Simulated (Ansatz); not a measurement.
The input, for Ansatz 0.2.0:

```yaml
crystal:
  periodic: [false, false, false]
  atoms:
    - {symbol: H, position_ang: [0.000000, 0.000000, -1.054000]}
    - {symbol: H, position_ang: [0.000000, 0.000000, -0.028000]}
    - {symbol: F, position_ang: [0.000000, 0.000000, 1.082000]}
basis:
  gaussian: {orbitals: cc-pVDZ}
magnetization: {spin_polarized: true, initial_magnetization: 1}
hamiltonian: {xc: {name: PBE-QIDH}}
correlation: {electrons: outside_noble_gas}
```

```sh
$ ansatz run in.yaml --threads 1 --pin off --events-out ev --progress --plain --max-ram 2816MiB --backend cpu
```

Log:

```
215 factors; integrals over basis functions are off by at most 1.6e-3 eV
mean field evaluation 1: about -2738.9137 eV, gradient 1.8e1 eV
mean field evaluation 2: about -2738.9138 eV, gradient 1.8e1 eV
mean field evaluation 4: about -2740.3374 eV, gradient 1.6e0 eV
mean field evaluation 8: about -2740.3701 eV, gradient 5.0e-2 eV
mean field evaluation 16: about -2740.3701 eV, gradient 2.4e-6 eV
mean field -2740.37014992 eV, -100.7067455199 hartree, gradient 2.4e-6 eV, S^2 0.771085; 0 other end points of the search recorded, 0 dependent functions left out
1 core orbitals not correlated: weight in the atoms' cores, before any rotation towards them, 1.000 or more for the frozen orbitals, at most 0.000 for the correlated occupied ones
reference -2740.37015447 eV, -100.7067456873 hartree; 5, 4 occupied and 18, 19 virtual orbitals, 215 factors
second order -6.33309489 eV of doubles, -0.00000000 eV of singles
Total energy: -2742.48118610 eV, -100.7843246688 hartree
```

Ran on 1 thread of AMD EPYC 7R13, shared host: 0.27 s wall, 0.14 GiB peak host memory.
